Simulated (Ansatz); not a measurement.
Cost and result for the atomization energy of `CN=C(F)F` (8 atoms, 7 bonds).

Charge 0, multiplicity 1. All single points use the PBE0-D4/def2-TZVP geometry. Program: Ansatz. All runs use 2 threads of an Arm Neoverse V1 on a shared host. Times are those of one run each, without the atoms' runs, and a repeat can differ threefold. Electronic energies, without spin–orbit coupling; frozen cores. CCSD(T)/CBS adds CCSD(T) − MP2 in def2-TZVPP to the MP2 limit, and its time is that of the two runs behind it. T1 = 0.012. B3LYP takes the VWN-RPA correlation (the form of Gaussian; ORCA's B3LYP/G).

CCSD(T)/CBS is a level of theory with its own doubt, some kJ/mol a heavy atom from the limit and from the frozen cores, so smaller differences don't rank the functionals.

```tsv
level	functions	wall time	atomization (kcal/mol)	difference from CCSD(T)/CBS	per bond
LDA (SPW92)/def2-TZVPP	197	1.3 s	911.9	152.3	21.8
revPBE-D4/def2-TZVPP	197	2.1 s	771.2	11.6	1.7
PBE0-D4/def2-TZVPP	197	2.9 s	769.8	10.2	1.5
CAM-B3LYP-D4/def2-TZVPP	197	3.1 s	769.6	10.0	1.4
B3LYP-D4/def2-TZVPP (with forces)	197	3.7 s	764.0	4.4	0.6
CCSD(T)/def2-SVP	85	5.5 s	721.7	-37.9	-5.4
B2PLYP/def2-TZVPP	197	6 s	756.3	-3.3	-0.5
PBE-QIDH/def2-TZVPP	197	6 s	756.6	-3.0	-0.4
B97M-V/def2-TZVPP	197	10 s	763.5	3.9	0.6
ωB97M-V/def2-TZVPP (with forces)	197	11 s	766.5	6.9	1.0
MP2/def2-QZVPP	375	23 s	775.2	15.6	2.2
CCSD(T)/def2-TZVPP	197	2 min	737.6	-22.0	-3.1
CCSD(T)/CBS(def2)	–	2.4 min	759.6	0.0	0.0
```

From PBE to PBE0 (25 % exact exchange), in def2-TZVPP and without D4, the atomization energy moves by −28.5 kcal/mol: exact exchange takes away binding that semilocal exchange gives to molecules. The D4 term adds +4.2 kcal/mol with B3LYP and +2.2 kcal/mol with PBE0; it sums over pairs of atoms, weighted by their polarisabilities, and B3LYP, whose exchange is more repulsive, gets the larger term. In def2-TZVPP, CCSD(T) changes the Hartree–Fock value by +223.6 kcal/mol (the triples alone add +16.1 kcal/mol) and MP2 by +248.2 kcal/mol; breaking electron pairs costs correlation energy, which Hartree–Fock lacks.
